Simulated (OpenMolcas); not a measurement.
**OF2 (oxygen difluoride): SVWN/def2-TZVP**

What is the vertical singlet–triplet gap of OF2 (oxygen difluoride) at SVWN/def2-TZVP? 

Program for the calculation: OpenMolcas 26.06.

## 1. The system as given

OF2 has 3 atoms, charge 0, and is taken as a singlet. As SMILES, `FOF`. The coordinates come from a GFN2-xTB relaxation.

Bond lengths: F1–O2 1.366 Å, O2–F3 1.366 Å. Angles: F1–O2–F3 106.0°.

## 2. Energy and forces at SVWN/def2-TZVP

Input file job.inp:

```
&gateway
  baslib=$CurrDir
  coord
  3
  bohr
  F      1.80693722    -0.62461118     0.92766655
  O      0.00137950     1.02971177     0.11351585
  F     -1.80831672    -0.40510059    -1.04118240
  basis=def2-TZVP
  group=NoSym

&seward
  gridinput
  Grid=UltraFine
  End of Grid

&scf
  ksdft=SVWN
  prorbitals=0

&alaska
```

The basis set def2-TZVP is read from a file made from the Basis Set Exchange's data (not shown).

On the command line:

```
export MOLCAS_MEM=1860
pymolcas job.inp > job.log
```

The log of the run:

```text
--- Start Module: gateway ---
[...]
--- Stop Module: gateway /rc=_RC_ALL_IS_WELL_ ---
[...]
      Basis functions           93
[...]
--- Start Module: scf ---
[...]
       Convergence after  13 Iterations
[...]
::    Total KS-DFT energy                            -273.5305229680
[...]
      Total spin, S                                     0.0000000000
[...]
      Total electronic charge=   26.000000
      Total            charge=   -0.000000
[...]
      Dipole Moment (debye):
      Origin of the operator (angstrom)=   -0.0000   -0.0303   -0.0033
                   X=  2.5761E-03               Y=  1.5290E-01               Z=  1.8163E-02           Total=  1.5399E-01
      Quadrupole Moment (debye*angstrom):
[...]
--- Stop Module: scf /rc=_RC_ALL_IS_WELL_ ---
[...]
--- Start Module: alaska ---
[...]
 *              Molecular gradients               *
 **************************************************
  Irreducible representation: a
 ------------------------------------------------------------------------------------------
                              X                       Y                       Z
 ------------------------------------------------------------------------------------------
  F1               -1.01215515122419E-02    1.33398414552381E-02   -4.11870286405591E-03
  O2                2.27836965776192E-04   -2.52410513933405E-02   -2.63834977979571E-03
  F3                9.89371454644505E-03    1.19012099380793E-02    6.75705264388515E-03
 ------------------------------------------------------------------------------------------
--- Stop Module: alaska /rc=_RC_ALL_IS_WELL_ ---
[...]
```

Wall time 12 s (1 thread of Arm Neoverse V2, shared host); peak memory 0.51 GiB.

## 3. The triplet

Input file job.inp:

```
* F2O Kohn-Sham DFT
&gateway
baslib=$CurrDir
coord
3
bohr
F      1.80693722    -0.62461118     0.92766655
O      0.00137950     1.02971177     0.11351585
F     -1.80831672    -0.40510059    -1.04118240
basis=def2-TZVP
group=NoSym
&seward
gridinput
Grid=UltraFine
End of Grid
&scf
uhf
spin=3
ksdft=SVWN
prorbitals=0
&alaska
```

The basis set def2-TZVP is read from a file made from the Basis Set Exchange's data (not shown).

On the command line:

```
export MOLCAS_MEM=1860
pymolcas job.inp > job.log
```

The log of the run:

```text
--- Start Module: gateway ---
[...]
--- Stop Module: gateway /rc=_RC_ALL_IS_WELL_ ---
[...]
      Basis functions           93
[...]
--- Start Module: scf ---
[...]
       Convergence after  21 Iterations
[...]
::    Total KS-DFT energy                            -273.4055972143
[...]
      Total spin, S                                     1.0009003328
[...]
      Total electronic charge=   26.000000
      Total            charge=   -0.000000
[...]
      Dipole Moment (debye):
      Origin of the operator (angstrom)=   -0.0000   -0.0303   -0.0033
                   X=  7.7875E-03               Y=  5.1195E-01               Z=  6.0352E-02           Total=  5.1555E-01
      Quadrupole Moment (debye*angstrom):
[...]
--- Stop Module: scf /rc=_RC_ALL_IS_WELL_ ---
[...]
--- Start Module: alaska ---
[...]
 *              Molecular gradients               *
 **************************************************
  Irreducible representation: a
 ------------------------------------------------------------------------------------------
                              X                       Y                       Z
 ------------------------------------------------------------------------------------------
  F1               -1.41016556254606E-01    6.85359963209633E-02   -7.02296585175102E-02
  O2               -1.59797203616263E-03   -1.21075222153852E-01   -1.41388405187990E-02
  F3                1.42614528290737E-01    5.25392258328514E-02    8.43684990363167E-02
 ------------------------------------------------------------------------------------------
--- Stop Module: alaska /rc=_RC_ALL_IS_WELL_ ---
[...]
```

Wall time 20 s (1 thread of Arm Neoverse V2, shared host); peak memory 0.51 GiB.

## 4. Summary of results

Level: SVWN/def2-TZVP.

| quantity | value |
| --- | --- |
| singlet: total energy | -273.53052 Eh |
| singlet: dipole moment | 0.15 D |
| singlet: HOMO energy | -7.97 eV |
| singlet: LUMO energy | -4.26 eV |
| singlet: HOMO–LUMO gap | 3.72 eV |
| singlet: largest force on an atom | 1.305 eV/Å |
| triplet: total energy | -273.40560 Eh |
| triplet: dipole moment | 0.52 D |
| triplet: HOMO energy (highest over α and β) | -4.36 eV |
| triplet: ⟨S²⟩ | 2.003 |
| triplet: largest force on an atom | 8.939 eV/Å |
| vertical energy of the triplet above the singlet | 3.399 eV |

What this shows: At this shape the triplet lies 3.40 eV (78 kcal/mol) above the singlet. The largest force (singlet) is 1.31 eV/Å: the shape isn't a stationary point for this species at this level. Mulliken charges (singlet) run from -0.04 on F3 to +0.08 on O2.
